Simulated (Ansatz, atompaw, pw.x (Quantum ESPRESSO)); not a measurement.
# What a changed setting does to a pw.x run (bcc Ta)

Potential: PAW, atompaw 4.2.0.5, LDA (PW92); core [Kr] 4d10 4f14, reference 5s2 5p6 5d3 6s2 6p0; waves: 5s (bound): rc 1.25 bohr; 6s (bound): rc 3.00 bohr; 5p (bound): rc 1.90 bohr; 6p (bound, empty): rc 3.00 bohr; 5d (bound): rc 3.00 bohr; 5d channel at 0.35 Ry: rc 3.00 bohr; local part: bessel scheme, radius 2.15 bohr; core correction: smooth core density matched at 2.50 bohr; augmentation: sinc compensation charge, radius 2.95 bohr; PAW radius 3.00 bohr; waves and projectors: custom polynom2 7 10 vanderbiltortho.

The reference run (k-mesh 14³, cutoffs 60/600 Ry, Fermi–Dirac 0.01 Ry, mixing_beta 0.4, conv_thr 1e-9, no spin) gives 3.06 GPa at 17.128 Å³/atom, where all-electron LAPW gives 1.38 GPa. This run, with its own iteration cap, changes smearing to mp.

```
&control
  calculation='scf', prefix='x', pseudo_dir='./', outdir='./tmp', tstress=.true., disk_io='none'
/
&system
  ibrav=0, nat=1, ntyp=1, ecutwfc=60, ecutrho=600, nbnd=14,
  occupations='smearing', smearing='mp', degauss=0.01
/
&electrons
  conv_thr=1e-09, mixing_beta=0.4, electron_maxstep=60
/
ATOMIC_SPECIES
Ta 1.0 Ta.UPF
CELL_PARAMETERS angstrom
  -1.62386113 1.62386113 1.62386113
  1.62386113 -1.62386113 1.62386113
  1.62386113 1.62386113 -1.62386113
ATOMIC_POSITIONS crystal
Ta 0.0000 0.0000 0.0000
K_POINTS automatic
14 14 14 0 0 0
```

```bash
pw.x < Ta.scf.in > Ta.scf.out
```

How does the run end?

It converges in 14 iterations; the free energy moves by +35.9 meV/atom and the pressure by +0.03 GPa. This scheme is built to cancel the term in the square of the width that Fermi–Dirac smearing leaves in the F of a metal.

```
Message from routine setup:
     using ibrav=0 with symmetry is DISCOURAGED, use correct ibrav instead
     lattice parameter (alat)  =       5.3151  a.u.
     unit-cell volume          =     115.5855 (a.u.)^3
     number of electrons       =        13.00
     number of Kohn-Sham states=           14
     kinetic-energy cutoff     =      60.0000  Ry
     charge density cutoff     =     600.0000  Ry
     scf convergence threshold =      1.0E-09
     Exchange-correlation= SLA PW NOGX NOGC
     number of k points=   104  Methfessel-Paxton smearing, width (Ry)=  0.0100
     iteration #  1     ecut=    60.00 Ry     beta= 0.40
     total energy              =    -708.76799616 Ry
     estimated scf accuracy    <       0.01617121 Ry
     iteration #  2     ecut=    60.00 Ry     beta= 0.40
     total energy              =    -708.76804374 Ry
     estimated scf accuracy    <       0.00325457 Ry
     iteration #  3     ecut=    60.00 Ry     beta= 0.40
     total energy              =    -708.76883827 Ry
     estimated scf accuracy    <       0.00005057 Ry
     [... 8 iterations left out ...]
     iteration # 12     ecut=    60.00 Ry     beta= 0.40
     total energy              =    -708.76892392 Ry
     estimated scf accuracy    <          3.0E-09 Ry
     iteration # 13     ecut=    60.00 Ry     beta= 0.40
     total energy              =    -708.76892392 Ry
     estimated scf accuracy    <          4.8E-09 Ry
     iteration # 14     ecut=    60.00 Ry     beta= 0.40
     the Fermi energy is    18.5322 ev
!    total energy              =    -708.76892392 Ry
     estimated scf accuracy    <          1.8E-10 Ry
     smearing contrib. (-TS)   =       0.00002144 Ry
     The total energy is F=E-TS. E is the sum of the following terms:
     one-electron contribution =      -9.27921947 Ry
     hartree contribution      =      16.69148987 Ry
     xc contribution           =     -14.16485842 Ry
     ewald contribution        =    -100.21180189 Ry
     one-center paw contrib.   =    -601.80455546 Ry
     convergence has been achieved in  14 iterations
          total   stress  (Ry/bohr**3)                   (kbar)     P=       30.88
     Message from routine punch:
     Nothing written, as per user request (disk_io='none')
```

The run took about 36 s on one core of a shared host (Intel(R) Xeon(R) Platinum 8375C CPU @ 2.90GHz, 128 threads, 992 GiB, load 48).
